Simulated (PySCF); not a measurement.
Compound: 2-ethyl-1-butene, C₆H₁₂.
SMILES with atom numbers: `[CH2:1]=[C:2]([CH2:3][CH3:4])[CH2:5][CH3:6]` (hydrogens: H7, H8 on C1; H9, H10 on C3; H11, H12, H13 on C4; H14, H15 on C5; H16, H17, H18 on C6)

The same species was optimised twice, with GFN2-xTB and with PBE0-D3(BJ)/def2-SVP (PySCF), and the same property calculations (PySCF, gas phase) were run on both structures.

```json
{"coordinate": "C1=C2 (Å)", "GFN2-xTB": "1.324", "PBE0-D3(BJ)/def2-SVP": "1.338", "change": "+0.014"}
{"coordinate": "C3–C4 (Å)", "GFN2-xTB": "1.529", "PBE0-D3(BJ)/def2-SVP": "1.525", "change": "-0.004"}
{"coordinate": "C5–C6 (Å)", "GFN2-xTB": "1.529", "PBE0-D3(BJ)/def2-SVP": "1.525", "change": "-0.004"}
{"coordinate": "C2–C5 (Å)", "GFN2-xTB": "1.505", "PBE0-D3(BJ)/def2-SVP": "1.508", "change": "+0.003"}
{"coordinate": "C2–C3 (Å)", "GFN2-xTB": "1.505", "PBE0-D3(BJ)/def2-SVP": "1.507", "change": "+0.002"}
{"coordinate": "C2–C3–C4 (°)", "GFN2-xTB": "112.3", "PBE0-D3(BJ)/def2-SVP": "114.2", "change": "+1.9"}
{"coordinate": "C2–C5–C6 (°)", "GFN2-xTB": "112.4", "PBE0-D3(BJ)/def2-SVP": "114.2", "change": "+1.8"}
{"coordinate": "C3–C2–C5 (°)", "GFN2-xTB": "117.4", "PBE0-D3(BJ)/def2-SVP": "117.6", "change": "+0.2"}
{"coordinate": "C1–C2–C3 (°)", "GFN2-xTB": "121.3", "PBE0-D3(BJ)/def2-SVP": "121.2", "change": "-0.1"}
{"coordinate": "C1–C2–C5 (°)", "GFN2-xTB": "121.3", "PBE0-D3(BJ)/def2-SVP": "121.2", "change": "-0.1"}
{"coordinate": "C1–C2–C3–C4 (°)", "GFN2-xTB": "112", "PBE0-D3(BJ)/def2-SVP": "122", "change": "+10"}
{"coordinate": "C1–C2–C5–C6 (°)", "GFN2-xTB": "112", "PBE0-D3(BJ)/def2-SVP": "122", "change": "+10"}
```

Rotational constants: A = 4199, B = 2730, C = 1972 MHz (GFN2-xTB) against A = 3825, B = 2969, C = 1971 MHz (PBE0-D3(BJ)/def2-SVP). Point groups within 0.08 Å: C2 and C2.

On the GFN2-xTB structure: lowest singlet, TDDFT (eV) 6.73 [PBE0/def2-SVPD]; lowest triplet, Tamm–Dancoff (eV) 4.40 [PBE0/def2-SVPD]; isotropic polarisability (au) 74.2 [PBE0/def2-SVPD]; HOMO (eV) -7.07 [PBE0/def2-SVPD]; LUMO (eV) 0.50 [PBE0/def2-SVPD]; dipole (D) 0.54 [PBE0/def2-SVPD]; HOMO (eV) -7.06 [PBE0/pcSseg-1]; LUMO (eV) 0.62 [PBE0/pcSseg-1]; dipole (D) 0.52 [PBE0/pcSseg-1]; GIAO shielding of C1 (ppm) 71.1 [PBE0/pcSseg-1]; GIAO shielding of C2 (ppm) 23.7 [PBE0/pcSseg-1]; GIAO shielding of C3/C5 (mean) (ppm) 155.3 [PBE0/pcSseg-1]; GIAO shielding of C4/C6 (mean) (ppm) 170.9 [PBE0/pcSseg-1].

Problem. What do these properties become on the PBE0-D3(BJ)/def2-SVP structure?

Solution. 
```tsv
property	level	on GFN2-xTB	on PBE0-D3(BJ)/def2-SVP	change
lowest singlet, TDDFT (eV)	PBE0/def2-SVPD	6.73	6.68	-0.05
lowest triplet, Tamm–Dancoff (eV)	PBE0/def2-SVPD	4.40	4.26	-0.14
isotropic polarisability (au)	PBE0/def2-SVPD	74.2	75.7	+1.5
HOMO (eV)	PBE0/def2-SVPD	-7.07	-7.04	+0.03
LUMO (eV)	PBE0/def2-SVPD	0.50	0.42	-0.08
dipole (D)	PBE0/def2-SVPD	0.54	0.56	+0.02
energy, GFN2-xTB geometry as zero (kcal/mol)	PBE0/def2-SVPD	0.0	-1.2	-1.2
HOMO (eV)	PBE0/pcSseg-1	-7.06	-7.02	+0.04
LUMO (eV)	PBE0/pcSseg-1	0.62	0.53	-0.09
dipole (D)	PBE0/pcSseg-1	0.52	0.55	+0.03
energy, GFN2-xTB geometry as zero (kcal/mol)	PBE0/pcSseg-1	0.0	-0.6	-0.6
GIAO shielding of C1 (ppm)	PBE0/pcSseg-1	71.1	67.2	-3.9
GIAO shielding of C2 (ppm)	PBE0/pcSseg-1	23.7	23.2	-0.5
GIAO shielding of C3/C5 (mean) (ppm)	PBE0/pcSseg-1	155.3	153.6	-1.7
GIAO shielding of C4/C6 (mean) (ppm)	PBE0/pcSseg-1	170.9	170.4	-0.5
```

The heavy atoms differ by 0.123 Å rms after alignment. Among bonds between heavy atoms C1=C2 changes most (+0.014 Å). Changes are differences of the printed values. Neither structure is proved a minimum here.

The values belong to the conformer `[CH2:1]=[C:2]([CH2:3][CH3:4])[CH2:5][CH3:6]`: C1–C2–C3–C4 122°, C1–C2–C5–C6 122°.
